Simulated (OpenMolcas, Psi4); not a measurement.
**Exact exchange and the dipole moment of CH2AlN**

CH2AlN: 5 atoms, total charge 0, spin state singlet. As SMILES, `N#[C][AlH2]`. The coordinates come from a PBE0-D4/def2-TZVP relaxation.

The dipole moment y, in D, basis aug-cc-pVDZ; a is the functional's share of exact exchange. Programs: OpenMolcas 26.06, Psi4 1.11.

```
functional     program     a  y (D)
    revPBE        Psi4     0   3.30
       PBE  OpenMolcas     0   3.34
     B3LYP        Psi4   0.2   3.46
      PBE0        Psi4  0.25      ?
     BHLYP        Psi4   0.5   3.58
```

Question: Fit y = c + s·a to the known rows and predict PBE0.

Answer: 
1. Means of the 4 rows: a = 0.1750, y = 3.420.
2. Σ(Δa)² = 0.1675, Σ(Δa·Δy) = 0.088, so the slope is 0.088/0.1675 = 0.52537.
3. Intercept: 3.420 − (0.52537) × 0.1750 = 3.328. The largest residual of the fit is 0.028.
4. PBE0: 3.328 + (0.52537) × 0.25 = 3.46 D.

The run gave 3.45 D, so the prediction is off by +0.01 D, within the largest residual. More exact exchange makes the molecule more polar here.
